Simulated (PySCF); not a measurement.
# Beryllium: a sound run and one with changed settings

Sound run: Be [He] 2s2, Be⁺ [He] 2s1. Computed with PySCF 2.14 in cc-pVDZ-DK, with the spin-free X2C one-electron Hamiltonian (Gaussian nucleus). The sound run starts from symmetry-adapted Hartree-Fock orbitals and uses a fine grid where one is needed.

Changed run: radial step 0.3 in ln r (0.13 in the sound run). This setting is unsound on purpose.

```
species  method  sound run (hartree)  changed run (hartree)  converged
     Be     UHF            -14.57484              -14.57484        yes
     Be     PBE            -14.63025              -14.63047        yes
     Be    TPSS            -14.67273              -14.67336        yes
    Be⁺     UHF            -14.27791              -14.27791        yes
    Be⁺     PBE            -14.29787              -14.29807        yes
    Be⁺    TPSS            -14.33810              -14.33893        yes
```

Ionisation energy of Be:

```json
{"method": "UHF", "sound run (eV)": "8.080", "changed run (eV)": "8.080"}
{"method": "PBE", "sound run (eV)": "9.045", "changed run (eV)": "9.045"}
{"method": "TPSS", "sound run (eV)": "9.106", "changed run (eV)": "9.100"}
```

A coarse radial grid mis-integrates the density and the exchange-correlation energy, with errors of either sign; Hartree-Fock needs no grid.

For comparison, NIST gives 9.323 eV between the lowest levels.
